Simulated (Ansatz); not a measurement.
# Scan of [NH2···H···CH2], triplet

Starting geometry:

```xyz
7

N    -1.1194   -0.0184   -0.0286
H    -1.4167    0.9495   -0.0286
H    -1.4167   -0.4207    0.8517
H    -0.1070   -0.0184   -0.0286
C     1.2696   -0.0184   -0.0286
H     1.6840   -0.0184    0.9676
H     1.6840   -0.0184   -1.0247
```

From there H4 is moved from one fragment to the other while all else, the fragments' distance too, stays fixed; atoms are numbered as listed. Energies are in kcal/mol, counted from the starting geometry at the same level.

Basis cc-pVDZ; Ansatz 0.2.0. Only valence electrons are correlated (noble-gas cores frozen). Prefix R: restricted or restricted open-shell reference; prefix U: unrestricted.

Full CI isn't at hand for all of this; UCCSDT(Q) serves as the reference, and is uncertain by about the last step of the cluster series. The frozen core follows each run's orbitals, which can shift R against U totals by a few meV.

```json
{"distance N1-H4 (Å)": "1.012", "UCCSDT(Q)": "0.0", "error UHF": "0.0", "error UMP2": "0.0", "error UCCSD": "0.0", "error BCCD(T)": "0.0", "error RCCSDT": "0.0", "error UCCSDT": "0.0"}
{"distance N1-H4 (Å)": "1.053", "UCCSDT(Q)": "-0.5", "error UHF": "1.3", "error UMP2": "0.3", "error UCCSD": "0.2", "error BCCD(T)": "0.0", "error RCCSDT": "0.0", "error UCCSDT": "0.0"}
{"distance N1-H4 (Å)": "1.135", "UCCSDT(Q)": "0.2", "error UHF": "3.0", "error UMP2": "1.1", "error UCCSD": "0.4", "error BCCD(T)": "0.1", "error RCCSDT": "0.0", "error UCCSDT": "0.0"}
{"distance N1-H4 (Å)": "1.217", "UCCSDT(Q)": "1.5", "error UHF": "2.6", "error UMP2": "2.0", "error UCCSD": "0.4", "error BCCD(T)": "0.1", "error RCCSDT": "0.0", "error UCCSDT": "0.0"}
{"distance N1-H4 (Å)": "1.299", "UCCSDT(Q)": "3.3", "error UHF": "0.1", "error UMP2": "2.4", "error UCCSD": "0.1", "error BCCD(T)": "0.0", "error RCCSDT": "0.0", "error UCCSDT": "0.0"}
```

Errors are those of relative energies. In total energy the starting point itself misses UCCSDT(Q) by: UHF 211.1, UMP2 27.6, UCCSD 5.2, BCCD(T) 0.8, RCCSDT 0.3, UCCSDT 0.3 kcal/mol.

Spread of the error over the points with a reference, to 1.299 Å (largest less smallest): UCCSDT 0.1, RCCSDT 0.1, BCCD(T) 0.1, UCCSD 0.4, UMP2 2.4, UHF 3.0 kcal/mol.
